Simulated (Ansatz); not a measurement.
Cartesian coordinates (Å):
```xyz
5

F      1.1418    -0.6203    -0.2297
C     -0.0077     0.0037     0.0620
F     -1.0162    -0.6802    -0.4959
F      0.0249     1.2296    -0.4783
H     -0.1427     0.0673     1.1419
```
Charge 0, multiplicity 1.

The numbers are results of frozen-core CCSD(T)/cc-pVTZ // B3LYP-D3(BJ)/def2-TZVP run with Ansatz (a quantum-chemistry and plane-wave program), not measurements.

```json
{
 "HF energy": "-336.90525 Ha",
 "MP2 correlation energy": "-0.91359 Ha"
}
```

Estimate the CCSD correlation energy, the (T) correction, the total energy and the T1 diagnostic.


```
Quantity                        Result
-----------------------  -------------
CCSD correlation energy    -0.91820 Ha
(T) correction             -0.02846 Ha
CCSD(T) total energy     -337.85191 Ha
T1 diagnostic                    0.011
```
